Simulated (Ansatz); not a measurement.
C2H3Al (ethynylalumane): the energy, rung by rung

C2H3Al: 6 atoms, total charge 0, spin state singlet. SMILES: `C#[C][AlH2]`. The shape is that of a PBE0-D4/def2-TZVP optimisation. The run starts from this shape.

Quantity: the adiabatic ionisation energy (to the doublet cation, no zero-point term), in eV. The values are calculated.

| level | kind | program | value (eV) | CPU time (all runs) |
| --- | --- | --- | --- | --- |
| HF/STO-3G | Hartree–Fock | Ansatz | 6.76 | 2.9 s |
| HF/3-21G | Hartree–Fock | Ansatz | 9.04 | 4.3 s |
| HF/6-31G* (Cartesian functions) | Hartree–Fock | Ansatz | 8.77 | 8.5 s |
| PBE/def2-SVP | GGA | Ansatz | 9.77 | 20 s |
| B3LYP/6-31G* (Cartesian functions) | global hybrid | Ansatz | 9.92 | 21 s |
| MP2/6-31G* (Cartesian functions) | perturbation theory | Ansatz | 10.16 | 17 s |

The values span 6.76 to 10.16 eV. Spin contamination of the reference (⟨S²⟩ at least 0.1 too high) touches HF/STO-3G. Without the sets that lack polarisation functions the rows with a basis span only 8.77 to 10.16 eV. CPU times are rough (shared hosts, several kinds of processor): they show what a rung costs within a factor of a few.
